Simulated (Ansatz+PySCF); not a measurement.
The numbers below are computed, except where a source is named.
# Several solutions for doublet H₂OF

```json
{"atom": "O", "x (Å)": "0.0000", "y (Å)": "0.0000", "z (Å)": "-0.2387"}
{"atom": "H", "x (Å)": "0.0000", "y (Å)": "0.0000", "z (Å)": "1.9095"}
{"atom": "H", "x (Å)": "30.0000", "y (Å)": "0.0000", "z (Å)": "-1.2423"}
{"atom": "F", "x (Å)": "30.0000", "y (Å)": "0.0000", "z (Å)": "0.1380"}
```

Basis set: 6-31G (spherical functions). Charge 0, multiplicity 2.

CASSCF(5,5) was run from several starts with Ansatz (development build ahead of 0.2.0) and PySCF 2.14.0. The starts are those of the Hartree–Fock orbitals from which the active space was taken at the frontier.

```tsv
run	program	start	converged	energy (hartree)	<S²>
A	Ansatz	stability test followed	yes	-175.18310	0.75
B	Ansatz	atomic start, no search	yes	-175.18310	0.75
C	PySCF	program defaults	no	–	–
D	Ansatz	search for the lowest state	yes	-175.22672	0.75
```

Question: Which runs reached the lowest solution of this kind, and what is wrong with the others?

Answer: D reached the lowest solution found. Converged but too high: A by 1.19 eV, B by 1.19 eV. Convergence only shows a stationary point; in CASSCF the end hangs on which orbitals enter the active space. Not converged: C. Caution: other starts end on other solutions of this active space.
